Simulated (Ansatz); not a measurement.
Coupled-cluster run, `[NH2][Mg][SH]`.

```yaml
crystal:
  periodic: [false, false, false]
  atoms:
    - {symbol: N, position_ang: [-1.031810, 0.193615, -1.115534]}
    - {symbol: Mg, position_ang: [0.046809, -0.000548, 0.410918]}
    - {symbol: S, position_ang: [1.337681, -0.230542, 2.288584]}
    - {symbol: H, position_ang: [-1.178540, 1.042636, -1.640326]}
    - {symbol: H, position_ang: [-1.568292, -0.532780, -1.565326]}
    - {symbol: H, position_ang: [2.436152, -0.536382, 1.575483]}
basis:
  gaussian: {orbitals: def2-SVP}
correlation: {method: ccsd_t}
```

```sh
$ ansatz run in.yaml --threads 2 --pin off --events-out ev --progress --plain
```

Output of Ansatz, abridged:

```
Functional definition: HF
609 factors; integrals over basis functions are off by at most 6.2e-4 eV
mean field evaluation 1: about -17770.1826 eV, gradient 3.6e1 eV
mean field evaluation 2: about -17770.2009 eV, gradient 3.6e1 eV
mean field evaluation 4: about -17773.3732 eV, gradient 2.3e0 eV
mean field evaluation 8: about -17773.4073 eV, gradient 8.1e-4 eV
mean field -17773.40727345 eV, -653.1606700510 hartree, gradient 3.1e-6 eV, S^2 0.000000; 0 other end points of the search recorded, 0 dependent functions left out
7 core orbitals not correlated: weight in the atoms' cores, before any rotation towards them, 1.000 or more for the frozen orbitals, at most 0.000 for the correlated occupied ones
reference -17773.40727345 eV, -653.1606700510 hartree; 12, 12 occupied and 46, 46 virtual orbitals, 609 factors
second order -9.39760784 eV of doubles, -0.00000000 eV of singles
cycle   1  -9.88480549 eV  change   -4.9e-1 eV  update   7.1e-2
cycle   2  -10.12608562 eV  change   -2.4e-1 eV  update   2.2e-2
cycle   3  -10.18286475 eV  change   -5.7e-2 eV  update   1.2e-2
cycle   4  -10.18105112 eV  change    1.8e-3 eV  update   3.5e-3
cycle   5  -10.17970914 eV  change    1.3e-3 eV  update   1.5e-3
cycle   6  -10.17949816 eV  change    2.1e-4 eV  update   4.7e-4
cycle   7  -10.17937090 eV  change    1.3e-4 eV  update   1.5e-4
cycle   8  -10.17939135 eV  change   -2.0e-5 eV  update   5.0e-5
cycle   9  -10.17939683 eV  change   -5.5e-6 eV  update   1.7e-5
perturbative correction -0.25890617 eV, -0.0095146262 hartree
Total energy: -17783.84557644 eV, -653.5442706108 hartree
```

Run time 1.2 s (2 threads of a server CPU on a shared host); peak host memory 0.15 GiB.

The correlation energy is -10.438 eV, 2.5 % of it from (T); the T1 diagnostic reads 0.0109.
